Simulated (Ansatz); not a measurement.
C4H6O2, SMILES CC1(C=O)CO1, a geometry optimisation

Program: Ansatz's Python interface.

Script `c4h6o2.py`:
```python
"""Geometry optimisation of C4H6O2."""

import ansatz as az
import numpy as np
from rdkit import Chem
from rdkit.Chem import AllChem

# a force-field geometry from the SMILES
rd = Chem.AddHs(Chem.MolFromSmiles("CC1(C=O)CO1"))
AllChem.EmbedMolecule(rd, randomSeed=692)
AllChem.UFFOptimizeMolecule(rd)
geometry = az.Crystal.molecule()
for atom, xyz in zip(rd.GetAtoms(), rd.GetConformer().GetPositions()):
    geometry = geometry.atom(atom.GetSymbol(), xyz.round(5).tolist())

base = (
    geometry.calculation()
    .basis(gaussian="def2-SVP")
    .functional("b3lyp", dispersion="d3bj")
)
symbols = [site.symbol for site in geometry.cartesian_sites]
start = np.array([site.position_ang for site in geometry.cartesian_sites], dtype=float)
def progress(event):
    if event["event"] == "relax_step":
        row = event["data"]
        print(f"step {row['step']:3d}  E = {row['lagrangian_ev']:.6f} eV  largest force component {row['allowed_force_max_ev_ang']:.4f} eV/A")


rep = base.relax(force_tolerance=0.005).session().plan().execute(on_event=progress).report
end = np.array(rep["positions_ang"])

print(f"E = {rep['free_energy_ev']:.6f} eV = {rep['free_energy_ev'] / 27.211386246:.7f} Ha")
print("converged:", rep["converged"], " doubts:", rep["published_state_doubts"] or "none")

print("final positions (A) and the move of each atom")
for symbol, xyz, old in zip(symbols, end, start):
    print(f"{symbol:2s} {xyz[0]:10.5f} {xyz[1]:10.5f} {xyz[2]:10.5f}   {np.linalg.norm(xyz - old):7.4f}")
```

Running `python c4h6o2.py` prints:
```text
step   1  E = -8332.254442 eV  largest force component 2.3451 eV/A
step   2  E = -8332.395095 eV  largest force component 0.8631 eV/A
step   3  E = -8332.396184 eV  largest force component 0.9551 eV/A
step   4  E = -8332.424984 eV  largest force component 0.2422 eV/A
step   5  E = -8332.427429 eV  largest force component 0.1270 eV/A
step   6  E = -8332.429119 eV  largest force component 0.0281 eV/A
step   7  E = -8332.429811 eV  largest force component 0.0501 eV/A
step   8  E = -8332.430516 eV  largest force component 0.1156 eV/A
step   9  E = -8332.430984 eV  largest force component 0.1094 eV/A
step  10  E = -8332.431296 eV  largest force component 0.1130 eV/A
step  11  E = -8332.430715 eV  largest force component 0.1722 eV/A
step  12  E = -8332.431717 eV  largest force component 0.0483 eV/A
step  13  E = -8332.431901 eV  largest force component 0.0650 eV/A
step  14  E = -8332.432013 eV  largest force component 0.0127 eV/A
step  15  E = -8332.432026 eV  largest force component 0.0093 eV/A
step  16  E = -8332.432033 eV  largest force component 0.0023 eV/A
E = -8332.432246 eV = -306.2112371 Ha
converged: True  doubts: none
final positions (A) and the move of each atom
C    -1.21171   -0.70117    0.19262    0.0483
C     0.05536    0.11146    0.10753    0.0804
C    -0.02584    1.41824   -0.65256    0.0430
O     0.89461    2.18445   -0.76763    0.1892
C     1.39585   -0.50657    0.22127    0.0326
O     0.83499    0.20194    1.30437    0.0931
H    -1.04010   -1.62215    0.76644    0.0529
H    -1.57255   -0.97420   -0.81226    0.0907
H    -2.00682   -0.12726    0.69591    0.0388
H    -1.02471    1.63101   -1.11766    0.3056
H     1.45652   -1.59752    0.33551    0.1043
H     2.24440   -0.01824   -0.27355    0.0869
```

What to keep in mind:
- Total energies depend on the basis set; only differences at equal settings carry meaning.
- The end point is the stationary point reached from this start; no frequency run checks that it is a minimum, and the basis set is modest.
- b3lyp holds the VWN-RPA fit, as in Gaussian; the form of ORCA and Turbomole is b3lyp5.
- Timing: 81 s on 1 thread of Arm Neoverse V2, on a shared host, peak memory 0.38 GiB.
